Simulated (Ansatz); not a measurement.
Rock-salt EuS

Calculation: PBEsol (Ansatz, an electronic-structure program, plane waves, PAW).

Run with plane-wave cutoff 520 eV, 10×10×10 k mesh, Fermi–Dirac smearing 0.01 eV, spin-polarised with parallel moments, scalar-relativistic PAW data made under PBE.

Cell: measured lattice: a = 5.956 Å, b = 5.956 Å, c = 5.956 Å, α = 90.00°, β = 90.00°, γ = 90.00°.

For rock-salt EuS, the band gap is none and the magnetic moment (largest site, within a sphere) is 6.75 μB.

Measured, for comparison: band gap 1.65 eV (temperature not stated, not corrected to a static lattice, compiled measured gap; kind and temperature not stated; as tabulated in Kothakonda et al. (2022), arXiv:2208.02841).

Note: the 4f shell is treated without U or exact exchange, so its levels and filling can be wrong; the gap of the solid is closed in this run; this level leaves the solid without a gap, although one is measured; cell and atoms aren't relaxed at this level (pressure -5.4 GPa).

Moments are spin moments.

Spin–orbit coupling is not included; it can open a gap where bands touch, and shift volumes and moduli.

Computed values are for the static lattice.
